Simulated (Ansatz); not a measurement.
Ideal-gas functions of C2H3NO2, SMILES `NC(=O)C=O` at 800 K and 1 bar, from an Ansatz frequency run at PBE0-D4/def2-TZVP.

Molar mass 73.05 g/mol, point group Cs (symmetry number 1), electronic degeneracy 1, moments of inertia 47.751, 111.277, 159.029 u Å². Harmonic wavenumbers (cm⁻¹, unscaled): 135, 275, 373, 489, 538, 600, 673, 903, 1025, 1099, 1354, 1390, 1603, 1817, 1842, 2985, 3607, 3744.

Use S(trans) = R[1.5 ln M + 2.5 ln T − 1.1517]; rotational temperatures θ = 24.2544 K / I; S(rot) = R[ln(√π/σ · √(T³/θAθBθC)) + 1.5]; for each mode x = 1.438777 ν̃/T, S = R[x/(eˣ − 1) − ln(1 − e⁻ˣ)] and H = RT x/(eˣ − 1); 1 cm⁻¹ = 0.0119627 kJ/mol; R = 8.31446 J/(mol·K).

Q: By hand: the entropy, in J/(mol·K).

A: Translation 182.9. Rotation: θ = 0.5079, 0.218, 0.1525 K, giving 117.6. Vibration, mode by mode: 20.10, 14.25, 11.79, 9.65, 8.91, 8.07, 7.22, 5.14, 4.31, 3.88, 2.71, 2.57, 1.90, 1.40, 1.35, 0.25, 0.09, 0.08, in all 103.7. Electronic 0.0. Sum 404.2 J/(mol·K).

Q: By hand: H − E and G − E in kJ/mol, counted from the electronic energy.

A: Zero-point energy ½ × 24452 × 0.0119627 = 146.3; thermal vibration 44.1; translation, rotation and pV give 4 RT = 26.6. H − E = 217.0 kJ/mol, and G − E = 217.0 − 800 × 404.2/1000 = -106.4 kJ/mol.

Vibration gives 26 % of the entropy, 20.1 J/(mol·K) of it from the mode under 150 cm⁻¹: soft modes count most, and the harmonic formula is weakest for them. The sum counts one conformer and one mirror image; others add a mixing term.
